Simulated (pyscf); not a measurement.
A first-order saddle from PySCF, ωB97X-D3(BJ)/def2-SVP:

```
C
H 1 1.1006
H 1 1.1015 2 110.43
H 1 1.1015 2 110.42 3 -124.32
H 1 1.4628 2 88.32 4 -117.71
B 5 1.2418 1 92.81 2 -179.75
F 6 1.3090 5 147.20 1 0.01
```

Surface: singlet, charge 0. Lowest wavenumbers (cm⁻¹): 1658i, 206, 308, 363, 642.

### Question
What reaction is this the transition state of?

### Answer
B–F [singlet] + CH₄ ⇌ H₃C–BH–F, an insertion read from left to right: C–H broken and B–C, B–H formed. At CCSD(T)/def2-TZVPP + ΔMP2(QZVPP) it lies +55.3 kcal/mol from the left side and +103.8 kcal/mol from the right (each side as separated species at their lowest minima found). This is the saddle that the search found; another between the same sides may lie lower. The CCSD(T) − MP2 part came from Ansatz, without density fitting, on the same reference.
